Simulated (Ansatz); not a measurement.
Ansatz (a quantum-chemistry and plane-wave program) input (HF/6-31G*):

Ansatz 0.2 input:
```yaml
crystal:
  periodic: [false, false, false]
  atoms:
    - {symbol: O, position_ang: [1.06982681, -0.18778777, 0.05497058]}
    - {symbol: N, position_ang: [-0.00660330, 0.46114076, 0.01021508]}
    - {symbol: O, position_ang: [-1.06404892, -0.21571040, -0.06390877]}
basis:
  gaussian:
    orbitals: 6-31G*
hamiltonian:
  xc: {name: HF}
total_charge: -1
relax: {f_tol: 0.003, max_steps: 120}
```

Q: What final total energy does it give?

A: -204.06567 Eh.
